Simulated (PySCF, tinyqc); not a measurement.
Worked calculation: MP2 on RHF in the sto-3g basis, for CH+, spin multiplicity 1. The lowest restricted solution is unstable here: a spin-polarised one lies 0.0082 hartree lower (PySCF). Computed by tinyqc, a small Python program that keeps every step (integrals from PySCF). Settings: charge = 1, multiplicity = 1, basis = sto-3g, method = RHF, energy threshold = 1e-10, iteration cap = 80, orthogonalisation = symmetric, start = atomic densities, DIIS depth = 6. Command: `OMP_NUM_THREADS=1 python tinyqc.py 30173 30174 out.jsonl` (the two numbers bound the seeds that draw the settings). One thread of a shared host (Intel(R) Xeon(R) Processor @ 2.60GHz), about 0.1 s of CPU time with the checks. The early iterations of the SCF are left out here.

## One-electron integrals

Geometry (angstrom):
```
atom         x         y         z
C     0.000000  0.000000  0.000000
H     0.000000  0.000000  1.440000
```

Basis sto-3g: exponents (1/bohr^2) and contraction coefficients of normalised primitives:
```
element  l (shell)   exponent  coefficient
C            s (1)  71.616837     0.154329
C            s (1)  13.045096     0.535328
C            s (1)   3.530512     0.444635
C            s (2)   2.941249    -0.099967
C            s (2)   0.683483     0.399513
C            s (2)   0.222290     0.700115
C            p (3)   2.941249     0.155916
C            p (3)   0.683483     0.607684
C            p (3)   0.222290     0.391957
H            s (1)   3.425251     0.154329
H            s (1)   0.623914     0.535328
H            s (1)   0.168855     0.444635
```

Overlap, kinetic and nuclear-attraction integrals over the contracted functions; the nuclear repulsion is the sum of Za Zb / Rab.

nuclear repulsion = 2.20490505 hartree

overlap S:
```
           1C 1s     1C 2s    1C 2px    1C 2py    1C 2pz     2H 1s
1C 1s   1.000000  0.248362  0.000000  0.000000  0.000000  0.027979
1C 2s   0.248362  1.000000  0.000000  0.000000  0.000000  0.311494
1C 2px  0.000000  0.000000  1.000000  0.000000  0.000000  0.000000
1C 2py  0.000000  0.000000  0.000000  1.000000  0.000000  0.000000
1C 2pz  0.000000  0.000000  0.000000  0.000000  1.000000  0.335015
2H 1s   0.027979  0.311494  0.000000  0.000000  0.335015  1.000000
```

kinetic energy T (hartree):
```
            1C 1s      1C 2s    1C 2px    1C 2py    1C 2pz      2H 1s
1C 1s   15.891122  -0.085890  0.000000  0.000000  0.000000  -0.008512
1C 2s   -0.085890   0.472250  0.000000  0.000000  0.000000   0.025833
1C 2px   0.000000   0.000000  1.477728  0.000000  0.000000   0.000000
1C 2py   0.000000   0.000000  0.000000  1.477728  0.000000   0.000000
1C 2pz   0.000000   0.000000  0.000000  0.000000  1.477728   0.098370
2H 1s   -0.008512   0.025833  0.000000  0.000000  0.098370   0.760032
```

nuclear attraction V (hartree):
```
             1C 1s      1C 2s     1C 2px     1C 2py     1C 2pz      2H 1s
1C 1s   -34.020225  -4.283498   0.000000   0.000000  -0.009704  -0.489479
1C 2s    -4.283498  -5.555356   0.000000   0.000000  -0.109676  -1.341700
1C 2px    0.000000   0.000000  -5.490639   0.000000   0.000000   0.000000
1C 2py    0.000000   0.000000   0.000000  -5.490639   0.000000   0.000000
1C 2pz   -0.009704  -0.109676   0.000000   0.000000  -5.559254  -1.325527
2H 1s    -0.489479  -1.341700   0.000000   0.000000  -1.325527  -3.419993
```

core Hamiltonian H = T + V (hartree):
```
             1C 1s      1C 2s     1C 2px     1C 2py     1C 2pz      2H 1s
1C 1s   -18.129104  -4.369388   0.000000   0.000000  -0.009704  -0.497991
1C 2s    -4.369388  -5.083106   0.000000   0.000000  -0.109676  -1.315867
1C 2px    0.000000   0.000000  -4.012911   0.000000   0.000000   0.000000
1C 2py    0.000000   0.000000   0.000000  -4.012911   0.000000   0.000000
1C 2pz   -0.009704  -0.109676   0.000000   0.000000  -4.081526  -1.227156
2H 1s    -0.497991  -1.315867   0.000000   0.000000  -1.227156  -2.659961
```

## Two-electron integrals

Functions are numbered as in S; the eight-fold symmetry (ij|kl) = (ji|kl) = (kl|ij) leaves the list below.

Two-electron integrals (ij|kl) in chemists' order, unique and non-zero (hartree):
```
(11|11) 3.541948   (21|11) 0.576921   (21|21) 0.111888   (22|11) 0.854682
(22|21) 0.205284   (22|22) 0.624709   (31|31) 0.020296   (32|31) 0.030858
(32|32) 0.137996   (33|11) 0.852436   (33|21) 0.205335   (33|22) 0.624568
(33|33) 0.672833   (41|41) 0.020296   (42|41) 0.030858   (42|42) 0.137996
(43|43) 0.036269   (44|11) 0.852436   (44|21) 0.205335   (44|22) 0.624568
(44|33) 0.600295   (44|44) 0.672833   (51|51) 0.020296   (52|51) 0.030858
(52|52) 0.137996   (53|53) 0.036269   (54|54) 0.036269   (55|11) 0.852436
(55|21) 0.205335   (55|22) 0.624568   (55|33) 0.600295   (55|44) 0.600295
(55|55) 0.672833   (61|11) 0.065212   (61|21) 0.012580   (61|22) 0.023077
(61|33) 0.023007   (61|44) 0.023007   (61|51) 0.000725   (61|52) 0.001371
(61|55) 0.023226   (61|61) 0.001443   (62|11) 0.186859   (62|21) 0.045632
(62|22) 0.156979   (62|33) 0.152988   (62|44) 0.152988   (62|51) 0.004280
(62|52) 0.032060   (62|55) 0.164800   (62|61) 0.005352   (62|62) 0.056319
(63|31) 0.004218   (63|32) 0.023465   (63|53) 0.005936   (63|63) 0.006151
(64|41) 0.004218   (64|42) 0.023465   (64|54) 0.005936   (64|64) 0.006151
(65|11) 0.172660   (65|21) 0.042654   (65|22) 0.155579   (65|33) 0.148022
(65|44) 0.148022   (65|51) 0.007590   (65|52) 0.052120   (65|55) 0.170511
(65|61) 0.005184   (65|62) 0.066061   (65|65) 0.082229   (66|11) 0.365419
(66|21) 0.090660   (66|22) 0.356576   (66|33) 0.339418   (66|44) 0.339418
(66|51) 0.009266   (66|52) 0.096540   (66|55) 0.390384   (66|61) 0.010704
(66|62) 0.173596   (66|65) 0.223486   (66|66) 0.774606
```

## Orthogonalisation

S = U s U^T; symmetric (Loewdin) form X = U s^(-1/2) U^T, so that X^T S X = 1.

eigenvalues of S: 0.517240  0.820741  1.000000  1.000000  1.159057  1.502962

X:
```
            1C 1s      1C 2s    1C 2px    1C 2py     1C 2pz      2H 1s
1C 1s    1.025018  -0.134863  0.000000  0.000000  -0.005879   0.019213
1C 2s   -0.134863   1.069937  0.000000  0.000000   0.047783  -0.184833
1C 2px   0.000000   0.000000  1.000000  0.000000   0.000000   0.000000
1C 2py   0.000000   0.000000  0.000000  1.000000   0.000000   0.000000
1C 2pz  -0.005879   0.047783  0.000000  0.000000   1.049958  -0.194103
2H 1s    0.019213  -0.184833  0.000000  0.000000  -0.194103   1.093895
```

## Iteration 6 (converged): orbitals

converged F (hartree):
```
             1C 1s      1C 2s     1C 2px     1C 2py     1C 2pz      2H 1s
1C 1s   -11.657955  -3.099665   0.000000   0.000000  -0.015290  -0.358670
1C 2s    -3.099665  -1.873056   0.000000   0.000000  -0.048520  -0.560067
1C 2px    0.000000   0.000000  -0.257173   0.000000   0.000000   0.000000
1C 2py    0.000000   0.000000   0.000000  -0.257173   0.000000   0.000000
1C 2pz   -0.015290  -0.048520   0.000000   0.000000  -0.677863  -0.516185
2H 1s    -0.358670  -0.560067   0.000000   0.000000  -0.516185  -0.611165
```

Diagonalise F' = X^T F X, C = X C', fill 3 alpha and 3 beta electrons from the bottom; D = 2 C_occ C_occ^T. Each column has its largest component positive (the first on a tie).

F' = X^T F X (hartree):
```
            1          2          3          4          5          6
1  -11.436911  -1.529372   0.000000   0.000000  -0.029837  -0.005329
2   -1.529372  -1.276150   0.000000   0.000000   0.042530  -0.266363
3    0.000000   0.000000  -0.257173   0.000000   0.000000   0.000000
4    0.000000   0.000000   0.000000  -0.257173   0.000000   0.000000
5   -0.029837   0.042530   0.000000   0.000000  -0.557961  -0.368931
6   -0.005329  -0.266363   0.000000   0.000000  -0.368931  -0.375906
```

orbital energies (hartree): MO1 -11.662344, MO2 -1.154101, MO3 -0.799024, MO4 -0.257173, MO5 -0.257173, MO6 -0.031460

coefficients C:
```
              MO1        MO2        MO3       MO4        MO5        MO6
1C 1s    0.994463  -0.252046   0.100692  0.000000   0.000000   0.081428
1C 2s    0.021914   0.914705  -0.431194  0.000000   0.000000  -0.419889
1C 2px   0.000000   0.000000   0.000000  0.541017   0.841011   0.000000
1C 2py   0.000000   0.000000   0.000000  0.841011  -0.541017   0.000000
1C 2pz   0.002720   0.145227   0.732705  0.000000   0.000000  -0.764494
2H 1s   -0.004015   0.221046   0.435241  0.000000   0.000000   1.015137
```

D after iteration 6:
```
            1C 1s      1C 2s    1C 2px    1C 2py     1C 2pz      2H 1s
1C 1s    2.125246  -0.504346  0.000000  0.000000   0.079758  -0.031762
1C 2s   -0.504346   2.046186  0.000000  0.000000  -0.366077   0.028861
1C 2px   0.000000   0.000000  0.000000  0.000000   0.000000   0.000000
1C 2py   0.000000   0.000000  0.000000  0.000000   0.000000   0.000000
1C 2pz   0.079758  -0.366077  0.000000  0.000000   1.115909   0.701988
2H 1s   -0.031762   0.028861  0.000000  0.000000   0.701988   0.476624
```

Within a degenerate level the vectors are fixed only up to a rotation; this is one choice.

## Convergence

Stop when the energy changes by less than 1e-10 hartree and every element of the error matrix X^T (F D S - S D F) X is below 3e-06.

Course of the cycle:
```
iteration   E (hartree)     change  largest element of the error matrix
1          -33.72670265          -                             3.39e-01
2          -37.42642941  -3.70e+00                             2.98e-02
3          -37.42716884  -7.39e-04                             6.12e-03
4          -37.42721286  -4.40e-05                             1.17e-03
5          -37.42721448  -1.62e-06                             3.92e-06
6          -37.42721448  -1.24e-11                             1.27e-06
```

PySCF RHF in the same basis = -37.42721448 hartree

Converged in 6 iterations.

## Integrals over molecular orbitals

(pq|rs) = sum C_ip C_jq C_kr C_ls (ij|kl), one index at a time.

one-electron integrals over orbitals h = C^T H C (hartree):
```
            1          2          3          4          5          6
1  -18.117687   0.378940  -0.143545   0.000000   0.000000  -0.117108
2    0.378940  -4.189837   0.201221   0.000000   0.000000   0.519377
3   -0.143545   0.201221  -3.709126   0.000000   0.000000   0.621439
4    0.000000   0.000000   0.000000  -4.012911   0.000000   0.000000
5    0.000000   0.000000   0.000000   0.000000  -4.012911   0.000000
6   -0.117108   0.519377   0.621439   0.000000   0.000000  -2.969216
```

Two-electron integrals over orbitals (pq|rs), unique and non-zero (hartree):
```
(11|11) 3.513833    (21|11) -0.332272   (21|21) 0.050199    (22|11) 0.788816
(22|21) -0.012139   (22|22) 0.578278    (31|11) 0.130781    (31|21) -0.017155
(31|22) 0.013264    (31|31) 0.019778    (32|11) -0.095260   (32|21) 0.007686
(32|22) 0.013432    (32|31) 0.014387    (32|32) 0.109632    (33|11) 0.716927
(33|21) -0.010071   (33|22) 0.519828    (33|31) -0.006078   (33|32) -0.041287
(33|33) 0.566003    (41|41) 0.021446    (42|41) 0.026546    (42|42) 0.112986
(43|41) -0.010296   (43|42) -0.036223   (43|43) 0.039168    (44|11) 0.852068
(44|21) -0.010299   (44|22) 0.580092    (44|31) 0.003877    (44|32) -0.052570
(44|33) 0.532510    (44|44) 0.672833    (51|51) 0.021446    (52|51) 0.026546
(52|52) 0.112986    (53|51) -0.010296   (53|52) -0.036223   (53|53) 0.039168
(54|54) 0.036269    (55|11) 0.852068    (55|21) -0.010299   (55|22) 0.580092
(55|31) 0.003877    (55|32) -0.052570   (55|33) 0.532510    (55|44) 0.600295
(55|55) 0.672833    (61|11) 0.106338    (61|21) -0.018473   (61|22) -0.002986
(61|31) -0.005286   (61|32) -0.016340   (61|33) 0.011289    (61|44) 0.003017
(61|55) 0.003017    (61|61) 0.016485    (62|11) -0.172505   (62|21) 0.002981
(62|22) -0.083177   (62|31) -0.013477   (62|32) -0.005904   (62|33) -0.015071
(62|44) -0.091643   (62|55) -0.091643   (62|61) 0.008936    (62|62) 0.080058
(63|11) -0.212735   (63|21) 0.004653    (63|22) -0.067450   (63|31) 0.002856
(63|32) 0.079520    (63|33) -0.072259   (63|44) -0.113024   (63|55) -0.113024
(63|61) -0.005420   (63|62) 0.063384    (63|63) 0.136334    (64|41) -0.007704
(64|42) -0.032021   (64|43) -0.006374   (64|64) 0.021371    (65|51) -0.007704
(65|52) -0.032021   (65|53) -0.006374   (65|65) 0.021371    (66|11) 0.592802
(66|21) -0.004683   (66|22) 0.501430    (66|31) 0.012257    (66|32) 0.087684
(66|33) 0.491085    (66|44) 0.445974    (66|55) 0.445974    (66|61) -0.007303
(66|62) 0.006599    (66|63) 0.070111    (66|66) 0.624654
```

## Second-order Moller-Plesset energy

Hartree-Fock energy = -37.42721448 hartree

E2 = sum_ijab (ia|jb) [2 (ia|jb) - (ib|ja)] / (e_i + e_j - e_a - e_b) over occupied i, j and virtual a, b; the opposite-spin part is (ia|jb)^2 / denominator, the rest is same-spin, and SCS-MP2 scales them by 6/5 and 1/3.

Terms:
```
i  j  a  b    (ia|jb)    (ib|ja)  denominator       term
3  3  6  6   0.136334   0.136334    -1.535128  -0.012108
2  2  4  4   0.112986   0.112986    -1.793856  -0.007116
2  2  5  5   0.112986   0.112986    -1.793856  -0.007116
2  2  6  6   0.080058   0.080058    -2.245282  -0.002855
2  3  6  6   0.063384   0.063384    -1.890205  -0.002125
3  2  6  6   0.063384   0.063384    -1.890205  -0.002125
3  3  4  4   0.039168   0.039168    -1.083703  -0.001416
3  3  5  5   0.039168   0.039168    -1.083703  -0.001416
2  3  4  4  -0.036223  -0.036223    -1.438779  -0.000912
3  2  4  4  -0.036223  -0.036223    -1.438779  -0.000912
2  3  5  5  -0.036223  -0.036223    -1.438779  -0.000912
3  2  5  5  -0.036223  -0.036223    -1.438779  -0.000912
1  2  4  4   0.026546   0.026546   -12.302099  -0.000057
2  1  4  4   0.026546   0.026546   -12.302099  -0.000057
1  2  5  5   0.026546   0.026546   -12.302099  -0.000057
2  1  5  5   0.026546   0.026546   -12.302099  -0.000057
1  1  4  4   0.021446   0.021446   -22.810342  -0.000020
1  1  5  5   0.021446   0.021446   -22.810342  -0.000020
1  1  6  6   0.016485   0.016485   -23.261768  -0.000012
1  3  4  4  -0.010296  -0.010296   -11.947022  -0.000009
3  1  4  4  -0.010296  -0.010296   -11.947022  -0.000009
1  3  5  5  -0.010296  -0.010296   -11.947022  -0.000009
3  1  5  5  -0.010296  -0.010296   -11.947022  -0.000009
2  1  6  6   0.008936   0.008936   -12.753525  -0.000006
1  2  6  6   0.008936   0.008936   -12.753525  -0.000006
3  1  6  6  -0.005420  -0.005420   -12.398448  -2.37e-06
1  3  6  6  -0.005420  -0.005420   -12.398448  -2.37e-06
```

Pair energies (hartree; pair i-j sums ij and ji):
```
pair  opposite spin  same spin
1-1       -0.000052   0.000000
2-1       -0.000242   0.000000
2-2       -0.017087   0.000000
3-1       -0.000040   0.000000
3-2       -0.007899   0.000000
3-3       -0.014939   0.000000
```

MP2 correlation energy = -0.04025904 hartree

SCS-MP2 correlation energy = -0.04831085 hartree

MP2 total energy = -37.46747352 hartree
